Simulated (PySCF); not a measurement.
Molecule: `InChI=1S/C6H11/c1-5(2)6(3)4/h1H2,2-4H3/q+1`.

Bonds (- single, = double, # triple, : aromatic): C1=C2, C2-C3, C2-C4, C4-C5, C4-C6. C1 carries H7, H8; C3 carries H9, H10, H11; C5 carries H12, H13, H14; C6 carries H15, H16, H17. Formal charges: C4 +1.

Total charge +1. H7 is cis to C3; H8 is trans to C3.

Geometry PBE0-D3(BJ)/def2-SVP throughout; GIAO in PySCF, gas phase, one conformer, non-relativistic; equivalent atoms averaged; basis pcSseg-1.

(1) How do the absolute shieldings σ depend on the functional? (ppm; last column core-seconds on shared hosts with different chips, so compare them loosely)

(2) Which nucleus moves most, in ppm?

Answers

(1) 
```tsv
functional	kind	C4	C1	C2	C5/C6	C3	H8	H7	H12/H13/H14/H15/H16/H17	H9/H10/H11	core-s
HF	Hartree–Fock	-93.9	-1.7	43.0	158.0	173.3	22.66	23.00	28.29	29.16	8
LDA	LDA	-95.4	-12.1	12.6	136.0	158.5	22.03	22.66	27.24	28.29	20
PBE	GGA	-87.2	-4.4	19.3	138.1	157.9	22.48	23.13	27.67	28.66	26
BLYP	GGA	-93.9	-8.9	13.6	134.2	153.0	22.74	23.39	27.89	28.84	26
BP86	GGA	-86.8	-4.3	19.3	137.8	157.5	22.56	23.20	27.74	28.73	26
OPBE	GGA	-70.0	7.8	32.2	144.8	163.4	22.42	23.08	27.65	28.66	27
KT2	GGA	-65.9	11.4	32.7	144.3	162.0	22.71	23.30	27.74	28.68	24
KT3	GGA	-64.9	12.4	34.0	144.5	161.0	22.83	23.44	27.88	28.81	22
B97-D	GGA	-78.6	1.4	24.5	139.5	157.3	22.79	23.43	27.92	28.87	22
B3LYP	global hybrid	-96.9	-9.2	18.9	139.7	158.0	22.65	23.21	27.93	28.86	16
PBE0	global hybrid	-91.1	-4.8	25.7	144.6	163.5	22.42	22.96	27.77	28.73	16
mPW1PW91	global hybrid	-91.9	-5.6	25.1	143.9	162.6	22.48	23.01	27.83	28.79	15
WP04	global hybrid	-100.5	-13.8	13.4	133.9	150.3	23.07	23.56	28.17	29.06	25
B97-2	global hybrid	-84.3	-0.5	28.8	145.0	162.7	22.61	23.15	27.90	28.85	21
BHandHLYP	global hybrid	-98.9	-8.1	27.1	147.0	164.2	22.60	23.05	28.02	28.92	20
CAM-B3LYP	range-separated hybrid	-104.0	-11.4	22.0	143.6	162.2	22.49	22.96	27.87	28.83	30
wB97X-D	range-separated hybrid	-95.7	-6.5	27.4	145.6	163.9	22.53	22.99	27.92	28.88	30
LC-wPBE	range-separated hybrid	-106.5	-10.5	30.1	149.4	168.7	22.29	22.68	27.82	28.84	37
```

(2) C4 (carbocation centre): from -106.5 ppm with LC-wPBE to -64.9 ppm with KT3. The smallest spread is 0.88 ppm, at H9/H10/H11. Proton shifts span only some 12 ppm, so a few tenths of a ppm matter as much there as several ppm in carbon.
